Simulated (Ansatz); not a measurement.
The same path of C4H7N (12 atoms, charge 0, multiplicity 1) was run twice with different band settings. The coordinate that changes most is the dihedral N5–C3–C4–H10.

The calculation used RKS r2SCAN-D4/STO-3G (Ansatz 0.2.0).

Relaxed end points:

```xyz
12
Properties=species:S:1:pos:R:3
C -1.981 0.438 -0.159
C -0.874 -0.302 0.016
C 0.537 0.228 -0.014
C 1.639 -0.821 0.213
N 0.919 1.482 -0.213
H -2.982 -0.006 -0.124
H -1.936 1.520 -0.341
H -0.967 -1.383 0.197
H 1.508 -1.307 1.193
H 2.624 -0.338 0.175
H 1.587 -1.603 -0.561
H 0.003 2.036 -0.347
```

```xyz
12
Properties=species:S:1:pos:R:3
C -1.893 0.648 0.373
C -0.800 -0.129 0.446
C 0.492 0.120 -0.288
C 1.593 -0.928 -0.056
N 0.772 1.130 -1.100
H -2.805 0.414 0.933
H -1.926 1.551 -0.251
H -0.815 -1.027 1.081
H 1.247 -1.923 -0.378
H 1.844 -0.989 1.015
H 2.491 -0.655 -0.625
H -0.123 1.733 -1.115
```

Common settings: climbing image yes; spring 5.0 eV/Å²; optimiser quadratic models (default); start path IDPP; force threshold 0.05 eV/Å; iteration limit 60; end points relaxed.

| run | movable images |
| --- | --- |
| 1 | 7 |
| 2 | 3 |

Task: What does each run give, and how far can it be trusted?

Result: Run 1: converged after 6 iterations, highest image 0.068 eV above the first end. A vibrational analysis at the climbing image gives one clearly imaginary mode, 165i cm⁻¹: a first-order saddle point.
Run 2: converged after 5 iterations, highest image 0.068 eV above the first end. Another band between the same ends (7 images) ends at a top of the same energy, where a vibrational analysis finds 1 clearly imaginary mode. So few images can step over the top or miss a turn of the path.
Limits of this set-up: minimal basis.
